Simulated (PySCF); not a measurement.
# NaS: frontier orbitals

UHF at R = 2.503 Å; PySCF, no relativity, basis sets Na cc-pVDZ, S cc-pV(D+d)Z. State: ²Π (doublet), unpaired electrons π ↑. Only the outer orbitals are listed, counted within each symmetry.

```
spin  orbital  occ.  ε (eV)  on Na (%)   main shells (%)
   α       2π     1  -41.98        100          100 Na p
   α       2π     1  -41.97        100          100 Na p
   α       6σ     1  -41.95        100          100 Na p
   α       7σ     1  -22.48          3            97 S s
   α       3π     1   -9.71          3            97 S p
   α       8σ     1   -8.43         10            90 S p
   α       3π     1   -7.97          6            94 S p
   α       9σ     0   -0.39         98  69 Na s, 30 Na p
   α       4π     0    0.92        100           98 Na p
   α       4π     0    1.03         99           97 Na p
   β       2π     1  -41.98        100          100 Na p
   β       2π     1  -41.97        100          100 Na p
   β       6σ     1  -41.95        100          100 Na p
   β       7σ     1  -19.65          5            95 S s
   β       8σ     1   -7.79         12    88 S p, 9 Na s
   β       3π     1   -7.35          7            93 S p
   β       9σ     0   -0.38         98  67 Na s, 30 Na p
   β       3π     0    0.66         94           94 Na p
   β       4π     0    1.04         98           96 Na p
```

Problem. Which are the highest filled and the lowest empty level, where do they sit, and how wide is the gap?

Solution. Highest filled β 3π at -7.35 eV (in %: 93 S p); lowest empty α 9σ at -0.39 eV (in %: 69 Na s, 30 Na p); the gap at UHF is 6.96 eV.

The bond order (Mayer) is 0.81. The ⟨S²⟩ is 0.759 and the charge on Na (Mulliken, basis-dependent) is 0.55. The charge on Na (Löwdin, basis-dependent) is 0.43. The dipole moment (positive dipole means Na(−)S(+)) is -9.08 D and the polarisability along the bond is 41.3 bohr³. The polarisability across the bond is 26.3 bohr³.

The state is the lowest determinant that a PBE0 search found; another state may lie lower at other levels.
